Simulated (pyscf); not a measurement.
Single points on ωB97X-D3(BJ)/def2-SVP structures (PySCF, gas phase).

Problem. Estimate by transition-state theory (the high-pressure limit) the rate constant of `[CH][NH2]` [singlet] -> `[C-]#[NH+]` + `[H][H]` (singlet surface; H–N, C–H broken, H–H formed) at 1200 K, with ωB97M-D3(BJ)/def2-TZVP energies (ideal gas, 1 atm, RRHO with modes under 100 cm⁻¹ raised to 100, one conformer, R ln 2 for chiral ones without a mode under 150 cm⁻¹; no tunnelling).

Solution. The electronic barrier is 72.9 kcal/mol and the thermal terms add -8.8, so ΔG‡ = 64.1 kcal/mol. With k_BT/h = 2.50e+13 s⁻¹ and RT = 2.385 kcal/mol, k = 5.3e+01 s⁻¹. Wigner's tunnelling factor for 1847i cm⁻¹ would be 1.20. A shift of 1 kcal/mol in the barrier changes k by a factor 1.5. This saddle turned up in a search for another step; its sides and bond changes are read from the two ends of the descent. The same reactants have a lower exit, to H₂C=NH (barrier +50.5 kcal/mol at ωB97M-D3(BJ)/def2-TZVP, against +72.9 kcal/mol here). [HC–NH₂] [singlet] lies 33.6 kcal/mol over its isomer H₂C=NH (electronic energy, ωB97M-D3(BJ)/def2-TZVP). C⁻≡NH⁺ lies 12.5 kcal/mol over its isomer HC≡N (electronic energy, ωB97M-D3(BJ)/def2-TZVP). One saddle was located; it need not be the lowest between these sides.
